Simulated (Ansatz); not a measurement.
Two structures of Si2PH9, singlet, reached by relaxing down either side of one saddle point (PBE0-D4/def2-TZVP). Energies are electronic, without zero-point energy. Program: Ansatz 0.2.0. Basis: def2-TZVPP and def2-QZVPP. Cores are frozen in the correlated methods. Extrapolation: Hartree–Fock as exp(−7.88 √X), correlation as X^−2.97. First:

```json
{"atom": "Si1", "x (Å)": "-0.2149", "y (Å)": "-1.2207", "z (Å)": "-1.3272"}
{"atom": "H2", "x (Å)": "1.0120", "y (Å)": "-0.5115", "z (Å)": "-1.7762"}
{"atom": "H3", "x (Å)": "-0.2372", "y (Å)": "-2.5668", "z (Å)": "-1.9659"}
{"atom": "H4", "x (Å)": "-1.4147", "y (Å)": "-0.4662", "z (Å)": "-1.7715"}
{"atom": "Si5", "x (Å)": "-0.2103", "y (Å)": "-1.5084", "z (Å)": "0.9944"}
{"atom": "H6", "x (Å)": "1.4464", "y (Å)": "2.1475", "z (Å)": "0.5252"}
{"atom": "P7", "x (Å)": "0.1510", "y (Å)": "2.3739", "z (Å)": "-0.0081"}
{"atom": "H8", "x (Å)": "-0.1701", "y (Å)": "-0.2085", "z (Å)": "1.7174"}
{"atom": "H9", "x (Å)": "-1.4345", "y (Å)": "-2.2402", "z (Å)": "1.4189"}
{"atom": "H10", "x (Å)": "0.9787", "y (Å)": "-2.3046", "z (Å)": "1.4041"}
{"atom": "H11", "x (Å)": "-0.3732", "y (Å)": "2.8180", "z (Å)": "1.2334"}
{"atom": "H12", "x (Å)": "0.4668", "y (Å)": "3.6875", "z (Å)": "-0.4446"}
```

Second:

| atom | x (Å) | y (Å) | z (Å) |
| --- | --- | --- | --- |
| Si1 | -1.3033 | 0.0670 | -0.5483 |
| H2 | 2.9654 | 0.2423 | 0.8606 |
| H3 | -1.5036 | -0.4861 | -1.9168 |
| H4 | -2.6416 | 0.3848 | 0.0220 |
| Si5 | -0.2502 | -1.5233 | 0.8051 |
| H6 | 2.7602 | 0.9481 | 0.9914 |
| P7 | -0.1067 | 1.9839 | -0.5345 |
| H8 | -0.0515 | -0.9786 | 2.1746 |
| H9 | -1.0795 | -2.7559 | 0.8915 |
| H10 | 1.0770 | -1.8835 | 0.2375 |
| H11 | -0.7993 | 2.5488 | -1.6393 |
| H12 | 0.9328 | 1.4527 | -1.3437 |

(1) Which bonds change from the first to the second?

(2) Give the saddle point's structure and its height above each. (Judge from chemistry; the value comes from the calculation.)

The T1 diagnostic stays at or below 0.017.

Results:

(1) Si₂H₆ ([SiH3][SiH3]) + PH₃ → Si₂PH₇ ([SiH3][SiH2][PH2]) + H₂; bonds formed: Si1–P7, H2–H6; bonds broken: Si1–H2, H6–P7.

(2) By the calculation: 253.5 kJ/mol above the first and 252.0 kJ/mol above the second (CCSD(T) at an estimated basis limit (MP2 extrapolated from triple and quadruple zeta, plus CCSD(T) − MP2 in triple zeta)).
Si1  (-0.412, -0.320, -0.891)
H2  (1.348, 0.096, -0.329)
H3  (0.148, -0.899, -2.146)
H4  (-1.866, -0.144, -1.253)
Si5  (-0.171, -1.563, 1.060)
H6  (1.250, 1.171, 0.439)
P7  (0.033, 1.812, -0.164)
H8  (0.313, -0.628, 2.115)
H9  (-1.426, -2.203, 1.547)
H10  (0.846, -2.624, 0.842)
H11  (-0.829, 2.963, 0.025)
H12  (0.766, 2.339, -1.245)
(Å)

Labels in which every atom is bracketed show which atoms are joined, not bond orders.

For scale, one of the runs: CCSD(T)/def2-TZVPP, 252 basis functions, launched by `ansatz run in.yaml --threads 4 --pin off --events-out ev --progress --plain --max-ram 9574MiB`. Time: 51 s of wall clock on 4 CPU threads of an Intel Xeon Platinum 8259CL; the host was shared. Peak host memory: 4.8 GiB.
